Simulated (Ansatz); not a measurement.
**CH4S (singlet): wave-function methods side by side, cc-pV(T+d)Z**

Aim: climb from Hartree-Fock through coupled cluster for CH4S (singlet) at one geometry and basis, and see what each rung misses.

The runs use Ansatz 0.2.0, Gaussian basis; cc-pV(T+d)Z, core rule «outside noble gas», up to 6 orbitals frozen.

Plan: UHF; CCSD(T) on RHF; CCSDT(Q) on RHF.

2 further runs of the same task are left out: 2 set aside as unsound or not needed.

## 1. The system

The geometry is an MP2(full)/6-31G* stationary point (not a proven minimum).

6 atoms, charge 0, spin multiplicity 1.

Atoms are counted from 1 here; the program's logs count them from 0.

Bond lengths: C1–S2 1.814 Å, C1–H4 1.090 Å, C1–H5 1.090 Å, C1–H6 1.090 Å, S2–H3 1.340 Å. Angles: S2–C1–H4 106.6°, S2–C1–H5 111.6°, S2–C1–H6 111.6°, H4–C1–H5 108.5°, H4–C1–H6 108.5°, H5–C1–H6 109.9°, C1–S2–H3 96.8°.

## 2. UHF

The input, in.yaml:

```yaml
crystal:
  periodic: [false, false, false]
  atoms:
    - {symbol: C, position_ang: [-0.026122, 1.227299, 0.000000]}
    - {symbol: S, position_ang: [-0.026122, -0.587076, 0.000000]}
    - {symbol: H, position_ang: [1.304907, -0.745469, 0.000000]}
    - {symbol: H, position_ang: [-1.070770, 1.539208, 0.000000]}
    - {symbol: H, position_ang: [0.454080, 1.628987, 0.892259]}
    - {symbol: H, position_ang: [0.454080, 1.628987, -0.892259]}
basis:
  gaussian: {orbitals: "cc-pV(T+d)Z.json"}
magnetization: {spin_polarized: true, initial_magnetization: 0}
hamiltonian: {xc: hf}
output: {orbitals: {seedname: orbitals}}
```

Started as:

```bash
ansatz run in.yaml --threads 1 --pin off --events-out ev --progress --plain --max-ram 2513MiB --backend cpu
```

The runs that follow: CCSD(T) on RHF; CCSDT(Q) on RHF.

**Question.** What will the summary of the whole plan be? Wanted: RCCSDT(Q) below the RHF energy; RMP2 from RCCSDT(Q); RCCSD from RCCSDT(Q); RCCSD(T) from RCCSDT(Q); T1 diagnostic.

The runs gave:

| quantity | value |
| --- | --- |
| RCCSDT(Q) below the RHF energy | -11.2857 eV |
| RMP2 from RCCSDT(Q) | +32.13 kcal/mol |
| RCCSD from RCCSDT(Q) | +10.79 kcal/mol |
| RCCSD(T) from RCCSDT(Q) | +0.95 kcal/mol |
| levels within 1 kcal/mol (43 meV) | RCCSD(T), RCCSDT |
| T1 diagnostic | 0.009 |

What this shows: RCCSD(T) misses by +0.95 kcal/mol, 0.4 % of the correlation energy. These misses are within one basis, not against nature.
